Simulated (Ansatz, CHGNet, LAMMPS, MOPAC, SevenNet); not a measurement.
**Ladder of methods for the elastic constant C44 of diamond-structure Ge**

Reference value: 68 GPa (measured, low temperature, zero-point motion not removed; as tabulated in Tanner et al. (2021), arXiv:2110.11888).

```csv
level (code),value (GPa),cell (Å³/atom),difference (%)
Tersoff Ge.tersoff (a germanene fit) (LAMMPS),91.6,21.40,+35
PM6 semi-empirical Hartree-Fock (MOPAC),64.3,22.47,-5.4
CHGNet-r²SCAN,6.89,22.93,-90
SevenNet-0,10.4,23.76,-85
SevenNet-l3i5,28.7,23.76,-58
LDA (Ansatz),62.2,22.21,-8.5
PBE (Ansatz),54.1,23.89,-20
PBEsol (Ansatz),58.6,22.85,-13.8
PBE-D3(BJ) (Ansatz),58.4,23.14,-14.1
r²SCAN (Ansatz),67.3,22.84,-1.0
LC-ωPBE (Ansatz),85.3,21.56,+25
r²SCANh (Ansatz),70.5,22.64,+3.7
```

Once the reference is moved by up to 5.0 % (a margin picked here for doubts on the reference and the settings, and for temperature and zero-point motion) and values within 1.7 % count as equal, the nearest can be r²SCAN (-1.0 %), r²SCANh (+3.7 %) or PM6 semi-empirical Hartree-Fock (MOPAC) (-5.4 %). Among them CHGNet-r²SCAN (-90 %) misses by most.

The reference isn't brought to a static lattice, while the calculations are for one, so the differences are not the levels' errors alone.  PM6 semi-empirical Hartree-Fock (MOPAC): the method was fitted mainly to molecules. PM6 semi-empirical Hartree-Fock (MOPAC): the run uses a supercell at the zone centre in place of a k mesh. LDA, PBE, PBEsol, PBE-D3(BJ): the solid has no gap at this level, which affects its response. PBE-D3(BJ): the dispersion coefficients are held fixed in the derivatives. Each level is taken at its own relaxed cell. Cutoffs and k meshes differ between the levels. Ansatz's density-functional and Hartree–Fock values are scalar-relativistic unless marked +SOC, with PAW data made under PBE.

Empirical potentials (Tersoff Ge.tersoff (a germanene fit)) are fitted to chosen data: where that held the value shown, agreement is built in, and what lay outside the fit can be far off. Machine-learned potentials (CHGNet-r²SCAN, SevenNet-0, SevenNet-l3i5) are trained on DFT data: a solid inside that data is no test of them.

Differences are worked out from the printed values.

Ansatz is a first-principles code.
